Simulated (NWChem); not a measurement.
Correlation energy of Cl

```
Cl
```
Charge 0, spin multiplicity 2.

Everything below was run with NWChem.

Basis set: cc-pVQZ. Each correlation energy counts from its own Hartree-Fock reference.

The correlated methods keep 5 core orbitals frozen. The stability of the SCF solutions was not checked. Open-shell Hartree-Fock references start from PBE0 orbitals. Coupled-cluster values serve here as a point of comparison, not as the truth.

**Question.** One of these methods gave a correlation energy of -174.9 mHa. Which?
(A) SCS-UMP2
(B) CCSD on ROHF
(C) CCSD[T] on ROHF
(D) URI-MP2

**Answer.** D, URI-MP2. The others give -176.7 (SCS-UMP2), -202.7 (CCSD on ROHF), -210.2 (CCSD[T] on ROHF).
